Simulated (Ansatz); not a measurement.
# C2H4FN: the cost of one run

Method: RKS PBE0-D4/6-31G*, in Ansatz 0.2.0.

1 further run of the same task is left out (it didn't finish).

## Step 1: Starting point

Bond lengths: N1–C2 1.316 Å, C2–C3 1.329 Å, C3–F4 1.307 Å, N1–H5 1.055 Å, N1–H6 1.079 Å, C2–H7 1.103 Å, C3–H8 1.100 Å. Angles: N1–C2–C3 125.4°, N1–C2–H7 113.8°, C3–C2–H7 120.7°, C2–N1–H5 115.5°, C2–N1–H6 115.2°, H5–N1–H6 107.4°, C2–C3–F4 123.7°, C2–C3–H8 124.0°, F4–C3–H8 111.6°.

As a file:

```xyz
8

N    -0.2145    1.1340   -0.3729
C     0.2178    0.1637    0.4038
C     0.2999   -1.1180    0.0610
F     0.0168   -1.5699   -1.1321
H    -0.7607    0.8265   -1.2218
H    -0.7946    1.8961    0.1244
H     0.5674    0.5060    1.3925
H     0.7600   -1.8955    0.6893
```

## Step 2: Relaxing end A

File input.yaml:

```yaml
crystal:
  periodic: [false, false, false]
  atoms:
    - { symbol: "N", position_ang: [-0.2145, 1.134, -0.3729] }
    - { symbol: C, position_ang: [0.2178, 0.1637, 0.4038] }
    - { symbol: C, position_ang: [0.2999, -1.118, 0.061] }
    - { symbol: F, position_ang: [0.0168, -1.5699, -1.1321] }
    - { symbol: H, position_ang: [-0.7607, 0.8265, -1.2218] }
    - { symbol: H, position_ang: [-0.7946, 1.8961, 0.1244] }
    - { symbol: H, position_ang: [0.5674, 0.506, 1.3925] }
    - { symbol: H, position_ang: [0.76, -1.8955, 0.6893] }
basis:
  gaussian: { orbitals: "6-31G*" }
hamiltonian:
  xc: pbe0
  dispersion: d4
relax:
  f_tol: 0.02
  max_steps: 50
output:
  orbitals: {}
```

Started as:

```bash
$ ansatz run input.yaml --threads 1 --pin off --max-ram 2048MiB --backend cpu --events-out ev --progress --plain --runs-dir out
```

**Question.** How long does this run take on 1 thread of Intel Xeon Platinum 8259CL at 2.50GHz (Skylake/Cascade Lake), shared host, and how much memory does it need?

About 22 s, with a peak of 0.16 GiB.
